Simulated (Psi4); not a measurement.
# PBE/def2-TZVPP run of BH3F− (SMILES [BH3-]F)

What is the energy change on altering one bond length of BH3F− at PBE/def2-TZVPP? 

Program for the calculation: Psi4 1.11.

3 further runs of the same task are left out: 3 that didn't finish.

**1. Starting point**

BH3F−: 5 atoms, total charge -1, spin state singlet. SMILES: `[BH3-]F`. The coordinates come from a GFN2-xTB relaxation.

Bond lengths: B1–F2 1.447 Å, B1–H3 1.227 Å, B1–H4 1.228 Å, B1–H5 1.228 Å. Angles: F2–B1–H3 108.4°, F2–B1–H4 108.4°, F2–B1–H5 108.4°, H3–B1–H4 110.7°, H3–B1–H5 110.5°, H4–B1–H5 110.5°.

**2. The energy at PBE/def2-TZVPP**

Input file calc.py:

```python
import psi4

psi4.set_memory(1600000000)
psi4.set_num_threads(1)
psi4.core.set_output_file('bfh3.out', False)

geom = psi4.geometry("""
-1 1
B     -0.035750     0.029280    -0.033890
F      0.855550    -0.717910     0.826970
H     -1.067340     0.264210     0.588100
H     -0.274560    -0.651290    -1.027540
H      0.522090     1.075700    -0.353640
symmetry c1
""")

options = {'basis': 'def2-TZVPP', 'reference': 'rks', 'puream': True, 'e_convergence': 1e-09, 'd_convergence': 1e-08, 'scf_type': 'pk', 'dft_radial_points': 99, 'dft_spherical_points': 590}
psi4.set_options(options)

E, wfn = psi4.energy("pbe", return_wfn=True)
psi4.oeprop(wfn, "QUADRUPOLE", "LOWDIN_CHARGES", "MAYER_INDICES")
print('E =', round(E, 9))
```

Started as:

```bash
$ python calc.py
```

bfh3.out:

```text
[...]
  Running in c1 symmetry.
[...]
  Nuclear repulsion =   30.284623548232830
[...]
  Multiplicity = 1
[...]
  Nalpha       = 9
  Nbeta        = 9
[...]
    Number of basis functions: 104
[...]
   @RKS iter   1:  -126.17417271593435   -3.09681e-01   6.64125e-03 ADIIS/DIIS
[...]
   @RKS iter  10:  -126.45997832492587   -3.75167e-12   1.61874e-09 DIIS
[...]
    Orbital Energies [Eh]
    ---------------------
    Doubly Occupied:
       1A    -23.954685     2A     -6.236860     3A     -0.788782
       4A     -0.218152     5A     -0.114488     6A     -0.109030
       7A     -0.108935     8A      0.001953     9A      0.002166
[...]
  @RKS Final Energy:  -126.45997832492587
   => Energetics <=
    Nuclear Repulsion Energy =             30.2846235482328296
    One-Electron Energy =                -239.2115120881488508
    Two-Electron Energy =                  98.1889586432119188
    DFT Exchange-Correlation Energy =     -15.7220484282217523
    Empirical Dispersion Energy =           0.0000000000000000
    VV10 Nonlocal Energy =                  0.0000000000000000
    Total Energy =                       -126.4599783249258707
[...]
 Multipole Moments:
 ------------------------------------------------------------------------------------
     Multipole            Electronic (a.u.)      Nuclear  (a.u.)        Total (a.u.)
 ------------------------------------------------------------------------------------
 L = 1.  Multiply by 2.5417464519 to convert [e a0] to [Debye]
 Dipole X            :          2.5744966           -1.9581879            0.6163087
 Dipole Y            :         -2.1629943            1.6446980           -0.5182963
 Dipole Z            :          2.4912579           -1.8942086            0.5970493
 Magnitude           :                                                    1.0024646
 L = 2.  Multiply by 1.3450342976 to convert [e a0^2] to [Debye ang]
 Quadrupole XX       :        -34.5222950           19.6506315          -14.8716635
 Quadrupole XY       :         11.1756365          -10.3914221            0.7842144
[...]
```

Standard output:

```text
E = -126.459978325
```

Wall time 20 s (1 thread of Intel Xeon Platinum 8488C (Sapphire Rapids), shared host); peak memory 0.64 GiB.

**3. The distorted shape: energy and gradient at PBE/def2-TZVPP**

Input file job.dat:

```
memory 1600 mb

molecule geom {
  -1 1
  B     -0.119424    -0.127679     0.014071
  F      0.771876    -0.874869     0.874931
  H     -1.151014     0.107251     0.636061
  H     -0.358234    -0.808249    -0.979579
  H      0.522090     1.075700    -0.353640
  units angstrom
  symmetry c1
}

set basis def2-TZVPP
set puream true
set e_convergence 1e-09
set d_convergence 1e-08
set scf_type pk
set dft_radial_points 99
set dft_spherical_points 590

e, wfn = gradient("pbe", return_wfn=True)
```

Started as:

```bash
$ psi4 -n 1 job.dat job.out
```

job.out:

```text
[...]
  Running in c1 symmetry.
[...]
  Nuclear repulsion =   29.828743603607020
[...]
  Multiplicity = 1
[...]
  Nalpha       = 9
  Nbeta        = 9
[...]
    Number of basis functions: 104
[...]
   @RKS iter   1:  -126.18257953351088   -3.40159e-01   6.46294e-03 DIIS/ADIIS
[...]
   @RKS iter  10:  -126.45470406292313   -1.52909e-11   5.77861e-09 DIIS
[...]
    Orbital Energies [Eh]
    ---------------------
    Doubly Occupied:
       1A    -23.963910     2A     -6.259591     3A     -0.797178
       4A     -0.220383     5A     -0.120514     6A     -0.116549
       7A     -0.108863     8A     -0.005092     9A      0.003087
[...]
  @RKS Final Energy:  -126.45470406292313
   => Energetics <=
    Nuclear Repulsion Energy =             29.8287436036070197
    One-Electron Energy =                -238.1954443413058300
    Two-Electron Energy =                  97.5897490274952020
    DFT Exchange-Correlation Energy =     -15.6777523527195246
    Empirical Dispersion Energy =           0.0000000000000000
    VV10 Nonlocal Energy =                  0.0000000000000000
    Total Energy =                       -126.4547040629231276
[...]
 Multipole Moments:
 ------------------------------------------------------------------------------------
     Multipole            Electronic (a.u.)      Nuclear  (a.u.)        Total (a.u.)
 ------------------------------------------------------------------------------------
 L = 1.  Multiply by 2.5417464519 to convert [e a0] to [Debye]
 Dipole X            :          2.3906810           -1.8820831            0.5085980
 Dipole Y            :         -2.5102521            1.7874584           -0.7227937
 Dipole Z            :          2.5979377           -1.9378310            0.6601067
 Magnitude           :                                                    1.1031063
[...]
  -Total Gradient:
     Atom            X                  Y                   Z
    ------   -----------------  -----------------  -----------------
       1       -0.019658259042    -0.023775081671     0.004055633294
       2       -0.006730796083     0.003191477775    -0.005114742795
       3        0.006823497094    -0.005673416956    -0.000701090480
       4        0.002233387297    -0.000480869169     0.008444141232
       5        0.017330034347     0.026736836620    -0.006684364776
[...]
```

Wall time 26 s (1 thread of Intel Xeon Platinum 8488C (Sapphire Rapids), shared host); peak memory 0.7 GiB.

**4. Summary of results**

At PBE/def2-TZVPP:

```
                                                              quantity          value
                                             first shape: total energy  -126.45998 Eh
                                              first shape: HOMO energy        0.06 eV
                                              first shape: LUMO energy        6.41 eV
    first shape: HOMO–LUMO gap (to an unbound level, set by the basis)        6.35 eV
                                         distorted shape: total energy  -126.45470 Eh
                                          distorted shape: HOMO energy        0.08 eV
                                          distorted shape: LUMO energy        6.33 eV
distorted shape: HOMO–LUMO gap (to an unbound level, set by the basis)        6.24 eV
                             distorted shape: largest force on an atom     1.674 eV/Å
     energy change with the B1–H5 bond stretched from 1.228 to 1.412 Å       0.144 eV
```

With the B1–H5 bond stretched from 1.228 to 1.412 Å the energy rises by 0.14 eV (3.3 kcal/mol). The first shape isn't relaxed at this level, so the change isn't measured from a minimum. The HOMO (first shape) lies at positive energy, 0.06 eV, as semi-local functionals often give for anions; only total energies tell whether the electron is bound. The HOMO (distorted shape) lies at positive energy, 0.08 eV, as semi-local functionals often give for anions; only total energies tell whether the electron is bound.
